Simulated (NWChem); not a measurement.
System: ammonia (NH$_{3}$); SMILES N

Computed with NWChem. Coordinates come from a PBE0/def2-SVP optimisation. LC-ωPBE (HJS hole) with def2-SVP; x = 1 − exp(−ω/0.25 bohr⁻¹) is a scale chosen for this fit.

```csv
row,x,−ε(HOMO) (eV)
ω = 0.20,0.551,8.33
ω = 0.25,0.632,8.91
ω = 0.40,0.798,withheld
ω = 0.50,0.865,10.88
ω = 0.80,0.959,11.89
```

Task: Fit a straight line of the last column on the one before it, predict the withheld value, and compare with the run.

Result: 
1. Means of the 4 shown rows: x = 0.7518, y = 10.003. Slope Σ(x − x̄)(y − ȳ)/Σ(x − x̄)² = 0.9571/0.1104 = 8.668; intercept 3.486.
2. The shown rows scatter about the line by 0.082 (root mean square); the largest residual is -0.10, at ω = 0.50.
3. At x = 0.798 (ω = 0.40; inside the shown range) the line gives 10.40.
4. The run gives 10.26, -0.14 from the line, 1.7 times the scatter.
